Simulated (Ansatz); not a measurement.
Species: methanethiol, CH₄S (charge 0, singlet). 
Geometry from a B3LYP-D3(BJ)/def2-TZVP (Ansatz, a quantum-chemistry and plane-wave program) optimisation:
```
C
H 1 1.0879
H 1 1.0879 2 110.33
H 1 1.0886 2 108.79 3 -119.26
S 1 1.8231 2 111.32 4 -116.63
H 5 1.3429 1 97.06 2 -61.78
```
Charge 0, spin multiplicity 1.

Property: vertical ionisation energy (to the doublet state of charge +1; each state is the SCF solution reached for its spin), in eV. Correlated levels leave the core frozen unless marked. UHF or UKS for open shells. No spin-orbit coupling. No relativistic terms. CBS(X,Y): correlation extrapolated as X^-3; Hartree-Fock from the larger set. The bracket is a focal-point correction in the basis named.

Measured: 9.44 eV (CCCBDB table in ASE); it holds spin-orbit and relativistic effects, which these rows lack, and core correlation, which the frozen-core levels lack. This is an older compilation, not checked against later work.

| level | program | vertical ionisation energy (eV) | error against measurement |
|---|---|---|---|
| HF/aug-cc-pV(D+d)Z | Ansatz | 8.33 | -1.11 |
| HF/aug-cc-pV(T+d)Z | Ansatz | 8.30 | -1.14 |
| PBE0/def2-TZVPD | Ansatz | 9.34 | -0.10 |
| CAM-B3LYP/def2-TZVPD | Ansatz | 9.43 | -0.01 |
| RI-MP2/aug-cc-pV(Q+d)Z | Ansatz | 9.56 | 0.12 |
| RI-MP2/def2-QZVPPD | Ansatz | 9.54 | 0.10 |
| RI-MP2/CBS(aug-cc-pV(T+d)Z,aug-cc-pV(Q+d)Z) | Ansatz | 9.61 | 0.17 |
| SCS-MP2/aug-cc-pV(T+d)Z | Ansatz | 9.47 | 0.03 |
| RI-MP2/CBS(def2-TZVPPD,def2-QZVPPD)+[CCSD(T)-MP2]/def2-TZVPPD | Ansatz | 9.55 | 0.11 |
| RI-MP2/CBS(aug-cc-pV(T+d)Z,aug-cc-pV(Q+d)Z)+[CCSD(T)-MP2]/aug-cc-pV(T+d)Z | Ansatz | 9.56 | 0.12 |
